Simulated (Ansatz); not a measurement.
A made-up structure of BSi$_{2}$H$_{6}$ (charge -1), singlet:

```xyz
9
angstrom
B -0.8066 0.0833 -0.6493
Si 0.7869 0.8029 0.3335
Si -0.0628 -1.1098 1.3389
H -0.2447 -1.6368 2.6449
H -1.8264 0.7181 -0.4991
H 0.6770 2.1107 1.0556
H 2.1291 0.7747 -0.3279
H -1.1553 -1.0301 0.0234
H 0.8511 -1.9858 0.4771
```

It is relaxed with PBE-D4/def2-SVPD and then PBE0-D4/def2-TZVPD (Ansatz 0.2.0). Atoms count as bonded within 1.22 times the sum of their covalent radii (H–H: 0.88 Å). The end point is not checked to be a true minimum.

**Question.** Does its bonding change? (Judge from chemistry; the calculation decides.)

**Answer.** Computed: Yes. Formed: B1–Si3; broken: Si3–H8.

Where it ends: The first stage lowers the energy by 2.45 eV in 13 steps. It ends as BSi₂H₆ ([BH2]1[SiH2][SiH2]1), total charge -1:
B1  (-0.927, -0.104, -0.245)
Si2  (0.798, 0.823, 0.306)
Si3  (0.016, -1.132, 1.237)
H4  (-0.403, -1.112, 2.677)
H5  (-1.958, 0.453, 0.059)
H6  (0.858, 2.045, 1.176)
H7  (2.064, 0.788, -0.498)
H8  (-0.891, -0.636, -1.332)
H9  (0.790, -2.399, 1.017)
(Å)

Labels in which every atom is bracketed show which atoms are joined, not bond orders.

For scale, one of the runs: PBE0-D4/def2-TZVPD relaxation, 177 basis functions, launched by `ansatz run in.yaml --threads 2 --pin off --events-out ev --progress --plain --max-ram 4352MiB`. The run took about 8 s on 2 CPU threads of an AMD EPYC 9R45 (shared host).
